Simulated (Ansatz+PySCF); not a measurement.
## singlet C4H8: levels of theory in one basis

```json
{"atom": "C", "x (Å)": "0.0000", "y (Å)": "0.0043", "z (Å)": "-0.7218"}
{"atom": "C", "x (Å)": "0.0000", "y (Å)": "-0.0043", "z (Å)": "0.7218"}
{"atom": "C", "x (Å)": "0.0000", "y (Å)": "1.3235", "z (Å)": "-1.6493"}
{"atom": "C", "x (Å)": "0.0000", "y (Å)": "-1.3235", "z (Å)": "1.6493"}
{"atom": "H", "x (Å)": "0.0000", "y (Å)": "-1.0380", "z (Å)": "-1.2894"}
{"atom": "H", "x (Å)": "0.0000", "y (Å)": "1.0380", "z (Å)": "1.2894"}
{"atom": "H", "x (Å)": "0.0000", "y (Å)": "2.3178", "z (Å)": "-0.9984"}
{"atom": "H", "x (Å)": "0.9537", "y (Å)": "1.3517", "z (Å)": "-2.3632"}
{"atom": "H", "x (Å)": "-0.9537", "y (Å)": "1.3517", "z (Å)": "-2.3632"}
{"atom": "H", "x (Å)": "0.0000", "y (Å)": "-2.3178", "z (Å)": "0.9984"}
{"atom": "H", "x (Å)": "0.9537", "y (Å)": "-1.3517", "z (Å)": "2.3632"}
{"atom": "H", "x (Å)": "-0.9537", "y (Å)": "-1.3517", "z (Å)": "2.3632"}
```

Basis set: def2-SVP (spherical functions). Left uncorrelated: 4 orbitals. Charge 0, multiplicity 1.

Computed with Ansatz (development build ahead of 0.2.0); each method stands on the lowest determinant of its kind that the runs found. NEVPT2 correlates all electrons. Active spaces start from the frontier orbitals, and the lowest solution found is given.

| method | E − E(RHF) (eV) | <S²> of the determinant |
| --- | --- | --- |
| RHF | 0.00 | 0.00 |
| UHF | -0.12 | 0.34 |
| RHF-MP2 | -15.68 | – |
| UHF-MP2 | -15.15 | 0.34 |
| CASSCF(2,2) | -0.91 | – |

(1) What does SC-NEVPT2(2,2) give on the same scale?

(2) Is a single determinant a sound starting point here?

Results:

(1) -16.03 eV. NEVPT2 here correlates all electrons, so it doesn't share the others' frozen core.

(2) Only with care. Unrestricted orbitals gain 0.12 eV and <S²> is 0.34 against 0.00 for a pure state, so spin symmetry breaks but gains little energy; restricted orbitals can still serve. The CASSCF(2,2) natural occupations are 1.88, 0.12.

Caution for UHF, UHF-MP2: the unrestricted determinant is spin contaminated; the determinant breaks the point group. Caution for UHF-MP2: another reference gives a lower total.
